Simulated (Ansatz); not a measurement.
# BH2 (doublet): the correlation ladder at distance B1–H2 = 1.619 Å, aug-cc-pVTZ

How much of the correlation energy of BH2 (doublet) does each wave-function method recover here?

Computed with Ansatz 0.2.0, Gaussian basis. Level: aug-cc-pVTZ, core rule «outside noble gas», up to 1 orbitals frozen.

The runs, in order: UHF; CCSD(T) on ROHF; CCSD(T) on UHF; BCCD(T) on ROHF; CISD; CCSDT(Q) on ROHF; CCSDT(Q) on UHF; CASSCF and MRCISD+Q, 3 electrons in 3 orbitals; CASSCF and NEVPT2, 3 electrons in 3 orbitals; CASSCF and MRCISD+Q, 5 electrons in 6 orbitals; CASSCF and NEVPT2, 5 electrons in 6 orbitals; Full CI.

2 further runs of the same task are left out: 2 for a known fault of the program.

**1. The geometry**

The geometry derives from a PBE0/def2-TZVP stationary point (not a proven minimum). One bond is set to the value named and the two fragments are kept rigid.

3 atoms, charge 0, spin multiplicity 2.

Atoms are counted from 1 here; the program's logs count them from 0.

Bond lengths: B1–H3 1.191 Å.

**2. UHF**

Input file in.yaml:

```yaml
crystal:
  periodic: [false, false, false]
  atoms:
    - {symbol: B, position_ang: [0.000000, -0.094370, 0.030388]}
    - {symbol: H, position_ang: [0.000000, 0.597493, -1.433335]}
    - {symbol: H, position_ang: [0.000000, 0.414703, 1.107396]}
basis:
  gaussian: {orbitals: aug-cc-pVTZ}
magnetization: {spin_polarized: true, initial_magnetization: 1}
hamiltonian: {xc: hf}
output: {orbitals: {seedname: orbitals}}
```

Started as:

```bash
$ ansatz run in.yaml --threads 1 --pin off --events-out ev --progress --plain --max-ram 2764MiB --backend cpu
```

The runs that follow: CCSD(T) on ROHF; CCSD(T) on UHF; BCCD(T) on ROHF; CISD; CCSDT(Q) on ROHF; CCSDT(Q) on UHF; CASSCF and MRCISD+Q, 3 electrons in 3 orbitals; CASSCF and NEVPT2, 3 electrons in 3 orbitals; CASSCF and MRCISD+Q, 5 electrons in 6 orbitals; CASSCF and NEVPT2, 5 electrons in 6 orbitals; Full CI.

**Question.** What will the summary of the whole plan be? Wanted: FCI below the RHF energy; RMP2 from FCI; UMP2 from FCI; RCCSD from FCI; RCCSD(T) from FCI; UCCSD(T) from FCI; RCCSDT(Q) from FCI; UCCSDT(Q) from FCI; NEVPT2 pair from FCI.

The runs gave:

| quantity | value |
| --- | --- |
| FCI below the RHF energy | -3.0204 eV |
| RMP2 from FCI | +15.49 kcal/mol |
| UMP2 from FCI | +15.45 kcal/mol |
| RCCSD from FCI | +2.11 kcal/mol |
| RCCSD(T) from FCI | +0.45 kcal/mol |
| UCCSD(T) from FCI | +0.44 kcal/mol |
| RCCSDT(Q) from FCI | +0.01 kcal/mol |
| UCCSDT(Q) from FCI | 0.00 kcal/mol |
| NEVPT2 pair from FCI | +13.75 kcal/mol |
| MRCISD+Q pair from FCI | +0.13 kcal/mol |
| NEVPT2 valence from FCI | +12.23 kcal/mol |
| levels within 1 kcal/mol (43 meV) | RCCSD(T), UCCSD(T), BCCD(T), RCCSDT, UCCSDT, RCCSDT(Q), UCCSDT(Q), MRCISD+Q pair, MRCISD+Q valence |
| T1 diagnostic | 0.020 |
| effectively unpaired electrons | 1.04 |

RCCSD(T) lands +0.45 kcal/mol from the yardstick (0.6 % of the correlation energy). One determinant dominates. Of the multireference levels listed MRCISD+Q pair comes nearest in total energy (+0.13 kcal/mol), which doesn't show that its space is the better one. These misses are within one basis, not against nature; the frozen cores of restricted and unrestricted runs differ, which can shift their rows.
